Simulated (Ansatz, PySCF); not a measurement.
System: SO₂, charge 0, singlet. SO2 (sulfur dioxide, SMILES O=S=O).
B3LYP-D3(BJ)/def2-TZVP minimum from Ansatz (a quantum-chemistry and plane-wave program):
```
S
O 1 1.4386
O 1 1.4386 2 118.87
```

Total energies in hartree (Ansatz). Radicals and triplets start from unrestricted determinants; spin-orbit coupling is neglected. Correlated methods leave the cores frozen. No relativity. The restricted determinant of O2S (O=S=O, singlet) is unstable towards broken spin symmetry in at least one set run.

| species | HF/cc-pV(T+d)Z | CCSD(T)/cc-pV(T+d)Z | HF/cc-pV(Q+d)Z | CCSD(T)/cc-pV(Q+d)Z | CCSDT(Q)/cc-pV(T+d)Z |
|---|---|---|---|---|---|
| 1: SO2 (SMILES O=S=O) | -547.30154 | -547.98671 | -547.31959 | -548.05551 | -547.98962 |
| 2: S (triplet) | -397.50938 | -397.65444 | -397.51264 | -397.66785 | -397.65537 |
| 3: O (triplet) | -74.81176 | -74.97396 | -74.81729 | -74.99357 | -74.97430 |

Work out the enthalpy of formation at 298 K (by atomisation, with ideal-gas terms from PySCF's Hessian at B3LYP-D3(BJ)/def2-TZVP and the atoms' measured values of the G2/97 table; no spin-orbit terms) in kcal/mol: take Hartree-Fock from cc-pV(Q+d)Z, extrapolate the CCSD(T) correlation energy as X^-3 (X = 3, 4), and add CCSDT(Q) - CCSD(T) in cc-pV(T+d)Z. The further terms named in the bracket sum to +0.29868 hartree. 1 hartree = 627.51 kcal/mol.


Species 1: correlation (64·(-0.73592) - 27·(-0.68517))/37 = -0.77295; step -0.00291; E1 = -547.31959 + (-0.77295) + (-0.00291) = -548.09545
Species 2: correlation (64·(-0.15521) - 27·(-0.14506))/37 = -0.16262; step -0.00093; E2 = -397.51264 + (-0.16262) + (-0.00093) = -397.67619
Species 3: correlation (64·(-0.17628) - 27·(-0.16220))/37 = -0.18655; step -0.00034; E3 = -74.81729 + (-0.18655) + (-0.00034) = -75.00418
+1·E1 -1·E2 -2·E3 +0.29868 = -0.11222 hartree = -70.4 kcal/mol. Measured: -71.0 kcal/mol, -297.1 kJ/mol (G2/97 table in ASE (Curtiss et al.)); atomic spin-orbit terms, which the calculations lack, would raise the computed values. The composite differs from it by +0.6 kcal/mol; core, relativistic and spin-orbit terms are not in it.
